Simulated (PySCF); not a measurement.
Gas-phase thermal properties of Al(CH3)3

Computed with PySCF and rigid-rotor harmonic-oscillator thermochemistry at 1 bar. 6-31G* has spherical d functions here. All species are closed-shell singlets. B3LYP is the form with VWN-RPA correlation. Methyl groups turn as free rotors in Al(CH3)3. The harmonic model lacks anharmonicity and excited electronic states, which grow with temperature; levels with a mode under 35 cm⁻¹ are left out.

```json
[
 {"level": "B3LYP/6-31G*", "point group": "D3h", "σ": "6", "ZPE (kJ/mol)": "279.8", "S°298 (J/mol/K)": "347.1", "Cp298 (J/mol/K)": "108.5", "S°1000 (J/mol/K)": "538.1", "H1000 − H298 (kJ/mol)": "118.0"},
 {"level": "HF/6-31G*", "point group": "D3h", "σ": "6", "ZPE (kJ/mol)": "295.3", "S°298 (J/mol/K)": "343.7", "Cp298 (J/mol/K)": "104.3", "S°1000 (J/mol/K)": "528.1", "H1000 − H298 (kJ/mol)": "114.1"},
 {"level": "PBE/def2-SVP", "point group": "D3h", "σ": "6", "ZPE (kJ/mol)": "268.7", "S°298 (J/mol/K)": "350.5", "Cp298 (J/mol/K)": "113.2", "S°1000 (J/mol/K)": "548.0", "H1000 − H298 (kJ/mol)": "121.7"},
 {"level": "PBE0/def2-TZVP", "point group": "D3h", "σ": "6", "ZPE (kJ/mol)": "276.7", "S°298 (J/mol/K)": "348.2", "Cp298 (J/mol/K)": "110.5", "S°1000 (J/mol/K)": "541.9", "H1000 − H298 (kJ/mol)": "119.5"}
]
```
σ: rotational symmetry number. Electronic degeneracy used: 1. Frequencies are unscaled.
